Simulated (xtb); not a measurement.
# doublet CHClF2O− at GFN2-xTB

Wanted: a geometry optimisation of doublet CHClF2O−. 

The results are computed with xtb 6.7.1.

9 further runs of the same task are left out: 9 set aside as unsound or not needed.

## (1) Starting point

CHClF2O− has 6 atoms, charge -1, and is taken as a doublet. As SMILES of the parent species, `OC(F)(F)Cl`. The shape is that of a PBE0-D4/def2-TZVP optimisation. This is one conformer, not always the lowest. That shape belongs to the parent species and isn't relaxed for this state. The run starts from this shape.

Bond lengths: O1–C2 1.342 Å, C2–F3 1.344 Å, C2–F4 1.344 Å, C2–Cl5 1.756 Å, O1–H6 0.967 Å. Angles: O1–C2–F3 111.6°, O1–C2–F4 111.6°, O1–C2–Cl5 109.0°, F3–C2–F4 105.8°, F3–C2–Cl5 109.4°, F4–C2–Cl5 109.4°, C2–O1–H6 108.3°.

## (2) A structure relaxation at GFN2-xTB

Input file .CHRG:

```
-1
```

Input file .UHF:

```
1
```

Input file xtb.inp:

```
$opt
   microcycle=5
$end
```

Input file geom.xyz:

```xyz
6

O      0.108700     0.330700     1.041300
C      0.025500     0.014400    -0.260600
F     -1.234500    -0.290400    -0.615400
F      0.761100    -1.071500    -0.553600
Cl     0.588100     1.375700    -1.215700
H     -0.206800    -0.422900     1.557800
```

Command:

```bash
$ xtb geom.xyz --input xtb.inp -v --opt --gfn 2 > geom.out
```

**Question.** What will come out? Wanted: total energy at the end; HOMO energy; LUMO energy; dispersion energy; mean polarisability.

Computed results:

At GFN2-xTB:

| quantity | value |
| --- | --- |
| total energy at the end | -20.92040 Eh |
| HOMO energy (partly filled) | -3.81 eV |
| LUMO energy | 5.81 eV |
| dispersion energy | -7.79 kJ/mol |
| mean polarisability (D4 model) | 39.6 bohr³ |

**Reading.** At the final geometry: Bond lengths: O1–C2 1.340 Å, C2–F3 1.391 Å, C2–F4 1.391 Å, O1–H6 0.976 Å. Angles: O1–C2–F3 110.5°, O1–C2–F4 110.5°, F3–C2–F4 102.5°, C2–O1–H6 111.9°. A long bond or contact: C2–Cl5 2.430 Å. The optimisation took 9 steps and changed the energy by -2.868 eV.
